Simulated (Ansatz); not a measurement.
## GaH2, quartet in aug-cc-pVDZ: errors against full CI

Geometry: that of the GaH2⁻, triplet, kept fixed. The doublet lies 4.4 eV lower here.

| atom | x (Å) | y (Å) | z (Å) |
| --- | --- | --- | --- |
| Ga | 0.0000 | -0.0224 | 0.0000 |
| H | 0.0000 | 0.7758 | -1.3990 |
| H | 0.0000 | 0.7758 | 1.3990 |

Basis aug-cc-pVDZ; Ansatz 0.2.0. Correlated methods freeze the noble-gas cores and the filled d shells of p-block atoms, which leaves 5 electrons in 40 orbitals. R marks a restricted (for open shells ROHF) determinant, U an unrestricted one. Active spaces: valence = (5e, 6o) chosen from the atoms' valence shells. No spin–orbit coupling is included, and no scalar relativity.

Full CI is exact within this basis and frozen core; it isn't the basis-set limit. The frozen core follows each run's orbitals, which can shift R against U totals by a few meV for light atoms and by up to 0.1 eV past Ca.

HF rows: RHF is the determinant under the cluster runs. Coupled cluster chose its determinant by a search with trial CCSD, here up to 0.09 eV above the lowest Hartree–Fock solution of its kind, and MP2 stands on that determinant too.

- UHF ⟨S²⟩: 3.797
- T1 diagnostic (RCCSD): 0.0292
- largest doubles amplitude (RCCSD): 0.086

```json
{"level": "RMP2", "E − E(RHF) (eV)": "-1.6590"}
{"level": "RCCSD*", "E − E(RHF) (eV)": "-2.1491"}
{"level": "RCCSD(T)*", "E − E(RHF) (eV)": "-2.2096"}
```

(1) Estimate how far full CI in aug-cc-pVDZ lies from RCCSD(T). The table doesn't fix it; the size of (T) and the diagnostics are the guide.

(1) Full CI in aug-cc-pVDZ lies 2.1 kJ/mol below RCCSD(T), which is 36 % of the (T) step (-5.8 kJ/mol). The diagnostics give no warning, yet the rest is a sizeable part of (T).

The other levels:

```csv
level,E − E(full CI) (kJ/mol),share of correlation (%),wall time
BCCD(T)*,2.2,98.99,5.5 s
RCCSDT*,0.1,99.95,–
RCCSDT(Q)*,-0.1,100.05,16 s
CASSCF (valence space),111.1,48.38,–
NEVPT2 (valence space),33.2,84.60,2.4 s
MRCISD (valence space),3.6,98.31,–
MRCISD+Q (valence space),-0.6,100.28,2.9 s
MRCISD+Q(relaxed) (valence space),-2.3,101.05,3 s
```

An asterisk marks runs whose energy the program itself flagged as in doubt.

The correlation energy at full CI, counted from RHF, is -2.231 eV. That run took 56 s on 1 thread of Arm Neoverse V1, shared host over 908,048 determinants.

Run but not shown, since their state, orbitals or frozen core can't be matched to the reference's or they repeat it: UHF, UMP2, UCCSD, UCCSD(T), UCCSDT, UCCSDT(Q).

Times hold each run's SCF and search for its determinant on a shared host, so for small cases they say little of a method's own cost; they ran on 1 thread of Arm Neoverse V1. Some runs computed forces too.

More than 5 meV below full CI, which no variational method can be: MRCISD+Q (valence space), MRCISD+Q(relaxed) (valence space).

The full-CI state has the irrep A2 of C2v, in the program's axes.

Natural occupations of full CI about the gap: 1.911 1.018 0.979 0.976 0.034 0.026 0.015 0.008 0.006 0.005; effectively unpaired electrons, Σ n²(2−n)², 3.03.
